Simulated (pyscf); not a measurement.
Elementary routes open to HO–SiH₂• in the gas phase (doublet surface):
A. •O–SiH₃ (H–O broken; H–Si formed)
B. [O=SiH]• + hydrogen (H₂) (H–O, H–Si broken; H–H formed)

PySCF, gas phase, ωB97X-D3(BJ)/def2-SVP geometries.

Task: Rank the routes by free-energy barrier at 1200 K, lowest first, for ωB97M-D3(BJ)/def2-TZVP energies (ideal gas, 1 atm, RRHO with modes under 100 cm⁻¹ raised to 100, one conformer, R ln 2 for chiral ones without a mode under 150 cm⁻¹).

Result: A (46.3 kcal/mol), B (61.3 kcal/mol)

Route A is the fastest of these, ahead of the next by 15.0 kcal/mol. The most stable products are those of B (ΔG = +2.0 kcal/mol), whose barrier is 15.0 kcal/mol higher: the kinetic and the thermodynamic product differ. At 298 K A is still the fastest. Only these routes are compared; each barrier is that of the saddle found, and lower ones may exist. The orbital near-degeneracy of the XH₃O or XH₃S radical is left out.
